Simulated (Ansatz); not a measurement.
A run of Ansatz (development build ahead of 0.2.0) on singlet C6H6 at this shape:

```xyz
12

C    -0.6950    1.2038    0.0000
C     1.3900    0.0000    0.0000
H    -2.4800    0.0000    0.0000
H    -1.2400   -2.1477    0.0000
H     1.2400   -2.1477    0.0000
H     1.2400    2.1477    0.0000
C     0.6950   -1.2038    0.0000
H     2.4800    0.0000    0.0000
C    -1.3900    0.0000    0.0000
C    -0.6950   -1.2038    0.0000
H    -1.2400    2.1477    0.0000
C     0.6950    1.2038    0.0000
```

Its results:

| Quantity | Value |
| --- | --- |
| Converged | yes |
| Reference energy | -230.62328 hartree |
| Correlation energy | -0.51458 hartree |
| Total energy | -231.13786 hartree |

Forces (eV/Å):
```csv
atom,Fx,Fy,Fz
C1,-0.560,0.970,0.000
C2,1.120,0.000,0.000
H3,-0.050,0.000,0.000
H4,-0.025,-0.043,0.000
H5,0.025,-0.043,0.000
H6,0.025,0.043,0.000
C7,0.560,-0.970,0.000
H8,0.050,0.000,0.000
C9,-1.120,0.000,0.000
C10,-0.560,-0.970,0.000
H11,-0.025,0.043,0.000
C12,0.560,0.970,0.000
```

Q: Which input gives this output? Name the method, the orbitals and the basis set, and write the input.

A: RHF-MP2 in 6-31G. An unrestricted run that stays on the closed shell gives the same numbers.

```yaml
crystal:
  periodic: [false, false, false]
  atoms:
    - { symbol: C, position_ang: [-0.695, 1.20378, 0.0] }
    - { symbol: C, position_ang: [1.39, 0.0, 0.0] }
    - { symbol: H, position_ang: [-2.48, 0.0, 0.0] }
    - { symbol: H, position_ang: [-1.24, -2.14774, 0.0] }
    - { symbol: H, position_ang: [1.24, -2.14774, 0.0] }
    - { symbol: H, position_ang: [1.24, 2.14774, 0.0] }
    - { symbol: C, position_ang: [0.695, -1.20378, 0.0] }
    - { symbol: H, position_ang: [2.48, 0.0, 0.0] }
    - { symbol: C, position_ang: [-1.39, 0.0, 0.0] }
    - { symbol: C, position_ang: [-0.695, -1.20378, 0.0] }
    - { symbol: H, position_ang: [-1.24, 2.14774, 0.0] }
    - { symbol: C, position_ang: [0.695, 1.20378, 0.0] }
basis:
  gaussian: { orbitals: "6-31G" }
hamiltonian:
  xc: hf
correlation:
  method: mp2
  frozen_orbitals: { C: 1, H: 0 }
output:
  forces: true
```
